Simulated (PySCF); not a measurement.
Molecule: SMILES CC, C₂H₆.

Molfile (atoms numbered from 1):
```
C2H6
     RDKit          3D

  8  7  0  0  0  0  0  0  0  0999 V2000
   -0.7522    0.1048   -0.0143 C   0  0  0  0  0  0  0  0  0  0  0  0
    0.7522   -0.1048    0.0143 C   0  0  0  0  0  0  0  0  0  0  0  0
   -1.2400   -0.5606   -0.7437 H   0  0  0  0  0  0  0  0  0  0  0  0
   -1.0119    1.1389   -0.2896 H   0  0  0  0  0  0  0  0  0  0  0  0
   -1.2077   -0.0965    0.9680 H   0  0  0  0  0  0  0  0  0  0  0  0
    1.0119   -1.1389    0.2896 H   0  0  0  0  0  0  0  0  0  0  0  0
    1.2400    0.5606    0.7437 H   0  0  0  0  0  0  0  0  0  0  0  0
    1.2077    0.0965   -0.9680 H   0  0  0  0  0  0  0  0  0  0  0  0
  1  2  1  0
  1  3  1  0
  1  4  1  0
  1  5  1  0
  2  6  1  0
  2  7  1  0
  2  8  1  0
M  END
```

Spin–spin couplings on one PBE0-D3(BJ)/def2-SVP geometry, PySCF, gas phase, non-relativistic, equivalent pairs averaged; isotopes 13C, 1H; functional B3LYP.

Reference values (Hz): 1J(C1,H3) = 125.0 (measured; gas, zero-density limit, 300 K; Wilczek, Jackowski, Molecules 2024, 29, 4460); 1J(C1,C2) = 35.0 (measured; gas, zero-density limit, 300 K; Wilczek, Jackowski, Molecules 2024, 29, 4460); 2J(C1,H6) = -4.8 (measured; gas, zero-density limit, 300 K; Wilczek, Jackowski, Molecules 2024, 29, 4460); 3J(H3,H6) = 8.1 (measured; gas, zero-density limit, 300 K; Wilczek, Jackowski, Molecules 2024, 29, 4460).

How do the couplings (Hz) change with the basis set? Times are CPU seconds on shared hosts with different chips, so compare them loosely. Far from the basis limit: 6-31G*, pcJ-0, 6-31G-J, def2-TZVP, cc-pVTZ.

Answers


```tsv
basis set	functions	1J(C1,H3)	1J(C1,C2)	2J(C1,H6)	3J(H3,H6)	mean abs. error	core-s
6-31G*	40	140.2	49.2	-3.3	7.1	7.9	3
pcJ-0	44	111.9	28.7	-3.8	8.0	5.1	3.1
6-31G-J	48	135.7	38.3	-4.4	8.8	3.8	3.4
def2-TZVP	98	124.3	36.3	-3.2	7.6	1.0	6.8
pcJ-1	114	131.9	38.5	-3.6	9.1	3.2	4
cc-pVTZ	144	117.0	26.6	-3.3	7.8	4.5	10
aug-cc-pVTZ-J	212	132.7	36.1	-3.5	9.4	2.9	18
pcJ-2	246	131.3	35.8	-3.4	9.4	2.5	22
```

Errors compare magnitudes, without vibrational corrections, and the largest couplings weigh most in the mean. Closest: def2-TZVP; furthest: 6-31G*.

The Fermi-contact term samples the wavefunction at the nucleus, which is why sets with added tight s functions (names with J) are made for couplings. Agreement of an ordinary basis with the reference is then largely a cancellation of errors.
